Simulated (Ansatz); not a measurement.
# H6OSi2: the cost of one run

Method: the settings change from run to run; program: Ansatz 0.2.0, Gaussian basis.

### Step 1. The geometry

The structure was relaxed beforehand with PBE0-D4 in a triple-zeta def2 set.

SMILES `O[SiH2][SiH3]`, 9 atoms, charge 0, spin multiplicity 1.

Atoms are counted from 1 here; the program's logs count them from 0.

Bond lengths: O1–Si2 1.654 Å, O1–H4 0.958 Å, Si2–Si3 2.348 Å, Si2–H5 1.493 Å, Si2–H6 1.484 Å, Si3–H7 1.489 Å, Si3–H8 1.491 Å, Si3–H9 1.488 Å. Angles: Si2–O1–H4 117.6°, O1–Si2–Si3 112.4°, O1–Si2–H5 111.3°, O1–Si2–H6 105.5°, Si3–Si2–H5 108.5°, Si3–Si2–H6 110.6°, H5–Si2–H6 108.5°, Si2–Si3–H7 110.0°, Si2–Si3–H8 110.1°, Si2–Si3–H9 111.4°, H7–Si3–H8 108.3°, H7–Si3–H9 108.8°, H8–Si3–H9 108.2°.

### Step 2. wB97/def2-TZVP

This run has multiplicity 3, a grid of angular degree 47.

File in.yaml:

```yaml
crystal:
  periodic: [false, false, false]
  atoms:
    - {symbol: O, position_ang: [-1.609011, 1.039912, -0.762026]}
    - {symbol: Si, position_ang: [0.004768, 0.933111, -0.415901]}
    - {symbol: Si, position_ang: [0.544166, -1.038426, 0.738615]}
    - {symbol: H, position_ang: [-1.996565, 0.341446, -1.290755]}
    - {symbol: H, position_ang: [0.830649, 0.994491, -1.657769]}
    - {symbol: H, position_ang: [0.311408, 2.125165, 0.412986]}
    - {symbol: H, position_ang: [2.012905, -1.104762, 0.974460]}
    - {symbol: H, position_ang: [0.146239, -2.228223, -0.066242]}
    - {symbol: H, position_ang: [-0.155958, -1.109114, 2.049534]}
basis:
  gaussian: {orbitals: def2-TZVP, final_grid: {core_spheres: 20, valence_spheres: 16, degree: 47}}
magnetization: {spin_polarized: true, initial_magnetization: 2}
hamiltonian: {xc: {name: wB97}}
```

On the command line:

```sh
$ ansatz run in.yaml --threads 2 --pin off --events-out ev --progress --plain --max-ram 22528MiB --backend cpu
```

What time and memory should one allow on 2 threads of AMD EPYC 7R13, shared host?

About 15 s, with a peak of 0.46 GiB.
